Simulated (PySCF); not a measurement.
## Ionisation energy of B by level of theory

B [He] 2s2 2p1 (2P) → B⁺ [He] 2s2 (1S), as a difference of total energies. Computed with PySCF 2.14 in dyall-acv3z (15s9p4d2f, 76 functions), with the spin-free X2C one-electron Hamiltonian (Gaussian nucleus). Correlated levels: valence and next inner shell: nothing frozen; virtual orbitals above 40 to 60 times the deepest correlated orbital energy dropped. The calculations carry no spin-orbit coupling.

```
                                method  ionisation energy (eV)  error (eV)
                                   UHF                   8.040      -0.257
    MP2 (valence and next inner shell)                   8.274      -0.023
SCS-MP2 (valence and next inner shell)                   8.232      -0.065
   CCSD (valence and next inner shell)                   8.199      -0.098
CCSD(T) (valence and next inner shell)                   8.232      -0.065
```

Reference: 8.297 eV (measured; NIST levels, between the centres of gravity of the two terms).

Errors of the correlated levels include the incompleteness of this basis.
